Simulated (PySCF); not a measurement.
## Gas-phase thermal properties of B2O3

Computed with PySCF (xtb for GFN2) and rigid-rotor harmonic-oscillator thermochemistry at 1 bar. 'Table' is the NASA 1993 thermochemical table (part measured, part estimated). 6-31G* has spherical d functions here. All species are closed-shell singlets. B3LYP is the form with VWN-RPA correlation. The harmonic model lacks anharmonicity and excited electronic states, which grow with temperature; levels with a mode under 35 cm⁻¹ are left out. Soft modes under 120 cm⁻¹ make the harmonic entropy rough for B2O3. The table's entry may be an old estimate for B2O3 (not checked at source). Warning, point group unlike the PBE0 one: B2O3 (GFN2-xTB, PBE/def2-SVP).

```
level           point group  σ  ZPE (kJ/mol)  S°298 (J/mol/K)  Cp298 (J/mol/K)  S°1000 (J/mol/K)  H1000 − H298 (kJ/mol)
--------------  -----------  -  ------------  ---------------  ---------------  ----------------  ---------------------
table                     -  -             -            283.8             67.0             383.2                   59.7
B3LYP/6-31G*            C2v  2          49.8            286.9             67.0             385.9                   59.4
GFN2-xTB                D∞h  2          49.2            286.3             73.5             391.5                   62.8
HF/6-31G*               C2v  2          53.7            283.1             64.2             379.7                   58.1
PBE/def2-SVP            D∞h  2          48.7            290.2             72.6             395.2                   62.8
PBE0/def2-TZVP          C2v  2          50.1            285.1             66.3             383.8                   59.3
```
σ: rotational symmetry number. Electronic degeneracy used: 1. Frequencies are unscaled.
